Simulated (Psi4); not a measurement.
Process, species as SMILES: ClCCl → Cl[CH-]Cl + H+
B3LYP-D3(BJ)/def2-TZVP geometries, fixed; electronic energies without zero-point terms.

Effect of the grid (radial, spherical points) at PBE/cc-pV(T+d)Z with Psi4, against the last row, where the deprotonation energy is 385.97 kcal/mol. Cost is core time over that of grid: 35, 110, rough, on shared machines of one kind.

```tsv
setting	grid points, largest species	largest shift of a total energy (mEh)	shift of the deprotonation energy (kcal/mol)	cost
grid: 35, 110	18432	2.400	0.206	1×
grid: 50, 194	46414	-0.029	-0.004	1×
grid: 75, 302	106268	0.005	0.003	1×
grid: 99, 590	273483	0.000	0.000	2×
grid: 150, 974	681873	0.000	0.000	6×
```

Within 0.05 kcal/mol in the deprotonation energy: grid: 50, 194; grid: 75, 302; grid: 99, 590. The largest shift is 2.400 mEh in a total energy and 0.206 kcal/mol in the difference.
